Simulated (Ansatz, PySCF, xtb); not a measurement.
Protons, H atoms and electrons added to or taken from [SiH3][SiH3]. Isolated molecules, 0 K electronic values unless said otherwise. Strings in code marks are SMILES.

Quantity: bond dissociation enthalpy (X–H) at 298 K, in kJ/mol. HF references are unrestricted for open shells and restricted for singlets. Enthalpy corrections at 298 K come from GFN2-xTB frequencies (xtb).

Level 1: PBE0-D3(BJ)/def2-TZVP (PySCF)
Level 2: frozen-core MP2/cc-pVTZ // PBE0-D3(BJ)/def2-TZVP (Ansatz, a program for electronic structure)
Level 3: M06-2X/6-31G* // PBE0-D3(BJ)/def2-TZVP (PySCF)
Level 4: PBE/6-31G* // PBE0-D3(BJ)/def2-TZVP (PySCF)

```
species                                  level 1  level 2  level 3  level 4
---------------------------------------  -------  -------  -------  -------
H atom removed from Si1: `[SiH2][SiH3]`    353.7    356.0    360.2    351.6
```
